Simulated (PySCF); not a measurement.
Homolysis of single bonds, series Ga F-CH3. All species are isolated molecules in the gas phase. Strings in code marks are SMILES.

These are B3LYP-D3(BJ)/def2-TZVP in PySCF values and carry that method's errors. B3LYP has the VWN-RPA correlation part, as in Gaussian. 

```tsv
species	dipole moment (D)
whole molecule (`[F][Ga]([F])[F]`)	0.00
radical fragment (`[F]`)	0.00
radical fragment (`[F][Ga][F]`)	2.49
whole molecule (`[Ga]([CH3])([F])[F]`)	(withheld)
radical fragment (`[CH3]`)	0.00
radical fragment (`[CH3][Ga][F]`)	2.75
radical fragment (`[CH3][Ga][CH3]`)	0.37
whole molecule (`[CH3][Ga]([CH3])[CH3]`)	(withheld)
```

Problem. Complete the blanks.

Solution. 
- whole molecule (`[Ga]([CH3])([F])[F]`), dipole moment (D): 3.59
- whole molecule (`[CH3][Ga]([CH3])[CH3]`), dipole moment (D): 0.01
